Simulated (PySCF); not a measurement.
# Na₂: bond curves at several levels of theory

Aim: find the lowest electronic state of Na₂, scan its bond at several levels of theory, and get bond length, wavenumber and dissociation energy from each curve.

Program: PySCF 2.14.0. Level of theory: Na 6-31G(d,p), no relativity. These are calculated values, not measurements.

## 1. The job

A driver script around PySCF takes these settings:

* atoms: Na, Na
* charge: 0
* basis: Na 6-31G(d,p)
* Hamiltonian: no relativity
* basis functions: 36
* electrons treated: 22
* masses in u: 22.9898, 22.9898
* levels: PBE0, PBE, r²SCAN, BP86, MN15, M06-2X, ωB97X, HF, MP2, SCS-MP2, CCSD, CCSD(T)
* grid: 80 radial by 434 angular points
* occupations: held fixed by the projection of orbital angular momentum
* dissociation limit: Na + Na, each in its ground configuration
* starting distance in angstrom: 3.150
* values of 2S to try: 0, 2

Launch:

```bash
> OMP_NUM_THREADS=1 python dia.py task.json out
```

Further steps of the session: PBE0 along the bond; Higher solutions at PBE0; PBE; r²SCAN (meta-GGA); BP86; MN15; M06-2X (hybrid meta-GGA); ωB97X (range-separated hybrid); RHF; Adding correlation.

Before running it: what results should come out? Wanted: for each run, Re; ωe; De.

The runs gave:

Lowest PBE0 solution found, without spin–orbit coupling: ¹Σg⁺ (singlet), closed shell. State 3 has its PBE0 minimum 1.63 eV higher. The other levels ran on the lowest alone.

| level | Re (Å) | ωe (cm⁻¹) | De (eV) |
| --- | --- | --- | --- |
| RHF | 3.189 | 157.5 | -0.032 |
| RHF-MP2 | 3.156 | 164.4 | 0.452 |
| RHF-SCS-MP2 | 3.155 | 164.1 | 0.54 |
| RHF-CCSD | 3.153 | 160.5 | 0.68 |
| RHF-CCSD(T) | 3.153 | 160.4 | 0.68 |
| PBE | 3.077 | 155.8 | 0.77 |
| BP86 | 3.084 | 154.0 | 0.72 |
| r²SCAN | 3.129 | 156.7 | 0.61 |
| PBE0 | 3.085 | 160.2 | 0.69 |
| MN15 | 2.965 | 172.2 | 0.87 |
| M06-2X | 2.951 | 178.6 | 0.87 |
| ωB97X | 3.072 | 167.3 | 0.87 |

De is counted to Na + Na in their ground configurations.

In words: The methods spread over 0.239 Å in bond length, from M06-2X to RHF. CCSD(T) can't serve as the judge here: for a weak bond in this basis it is far from its limit. Of the levels with a De here, RHF gives the least (-0.032 eV) and M06-2X the most (0.87 eV).

Correlated steps freeze 2 core orbitals. A negative De means that the minimum lies above the separated atoms at that level.
